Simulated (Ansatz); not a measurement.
The input, for Ansatz 0.2.0:

```yaml
crystal:
  periodic: [false, false, false]
  atoms:
    - {symbol: N, position_ang: [0.000000, 0.000000, 0.000000]}
    - {symbol: S, position_ang: [0.000000, 0.000000, 1.831000]}
basis:
  gaussian: {orbitals: 6-31G}
magnetization: {spin_polarized: false, initial_magnetization: 1}
correlation: {method: fci, electrons: outside_noble_gas}
```

```sh
$ ansatz run in.yaml --threads 1 --pin off --events-out ev --progress --plain --max-ram 2393MiB
```

Output:

```
458 factors; integrals over basis functions are off by at most 4.0e-8 eV
mean field evaluation 1: about -12292.2494 eV, gradient 6.9e0 eV
mean field evaluation 2: about -12292.3290 eV, gradient 7.0e0 eV
mean field evaluation 4: about -12292.8049 eV, gradient 2.6e0 eV
mean field evaluation 8: about -12293.1324 eV, gradient 3.1e-1 eV
mean field evaluation 16: about -12277.4160 eV, gradient 3.4e1 eV
mean field evaluation 32: about -12292.3955 eV, gradient 1.2e1 eV
mean field evaluation 64: about -12291.4326 eV, gradient 1.5e0 eV
mean field evaluation 96: about -12279.5672 eV, gradient 2.2e1 eV
mean field -12293.13663583 eV, -451.7644387796 hartree, gradient 2.7e-6 eV, S^2 0.750000; 6 other end points of the search recorded, 0 dependent functions left out
mean field evaluation 128: about -12293.2387 eV, gradient 2.1e0 eV
determinant -12293.13663583 eV, -451.7644387796 hartree, with singles and doubles -12298.75115808 eV, -451.9707686666 hartree
determinant -12291.23348122 eV, -451.6944991377 hartree, with singles and doubles -12294.98558079 eV, -451.8323862533 hartree
determinant -12289.91303796 eV, -451.6459737426 hartree, with singles and doubles -12294.46107949 eV, -451.8131111864 hartree
determinant -12293.13663583 eV, -451.7644387796 hartree, with singles and doubles -12298.76385357 eV, -451.9712352171 hartree
unrestricted determinant -12295.18874110 eV, -451.8398522571 hartree, S^2 1.7444
6 core orbitals not correlated: weight in the atoms' cores, before any rotation towards them, 1.000 or more for the frozen orbitals, at most 0.000 for the correlated occupied ones
reference -12293.13663583 eV, -451.7644387796 hartree; 6, 5 occupied and 10, 11 virtual orbitals, 458 factors
state -12299.18666996 eV, -451.9867734329 hartree
Total energy: -12299.18666996 eV, -451.9867734329 hartree
```

Ran on 1 thread of AMD EPYC 9R45, shared host: 2.6 min wall, 1 GiB peak host memory.
